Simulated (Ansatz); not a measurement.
This geometry of C3H7NO (12 atoms, charge 0, multiplicity 1) is a first-order saddle point.

The calculation used RKS BHLYP-D4/6-31G* in Ansatz 0.2.0.

```xyz
12
Properties=species:S:1:pos:R:3
C -1.360 0.701 0.033
C -0.020 0.043 -0.046
N 1.041 0.945 -0.272
C 0.097 -1.277 0.022
O 1.239 -2.024 -0.042
H -1.563 1.271 -0.872
H -1.408 1.399 0.871
H -2.151 -0.030 0.167
H 0.994 1.745 0.338
H 1.961 0.546 -0.199
H -0.767 -1.910 0.112
H 2.012 -1.464 -0.078
```

Problem. Which two structures does it join? (They come from a converged band through this point; their orientation in space is the band's.)

Solution. No bond is made or broken. The height of N3 over the plane of its neighbours goes from 0.37 to -0.37 Å. The two ends are copies of one structure, up to a mirror image or an exchange of like atoms.

First end point:

```xyz
12
Properties=species:S:1:pos:R:3
C -1.300 0.709 0.153
C -0.012 -0.033 0.003
N 1.230 0.682 -0.066
C 0.079 -1.356 -0.075
O 1.242 -2.014 -0.209
H -1.464 1.398 -0.677
H -1.314 1.305 1.066
H -2.147 0.028 0.190
H 1.242 1.321 -0.848
H 1.380 1.237 0.764
H -0.775 -2.011 -0.036
H 1.917 -1.321 -0.230
```

Last end point:

```xyz
12
Properties=species:S:1:pos:R:3
C -1.300 0.709 0.153
C -0.013 -0.033 0.003
N 1.230 0.682 -0.066
C 0.079 -1.357 -0.075
O 1.242 -2.014 -0.210
H -1.464 1.397 -0.678
H -1.314 1.306 1.066
H -2.147 0.028 0.190
H 1.381 1.235 0.764
H 1.241 1.322 -0.847
H -0.775 -2.011 -0.036
H 1.917 -1.320 -0.232
```

Problem. How far does it lie above each of them?

Solution. 5.7 kcal/mol above the first and 5.7 kcal/mol above the second. This is the barrier of this one path; another mechanism may lie lower.

The run took 6.8 min on 1 thread of Arm Neoverse V1, with other jobs on the host, peak memory 0.19 GiB.
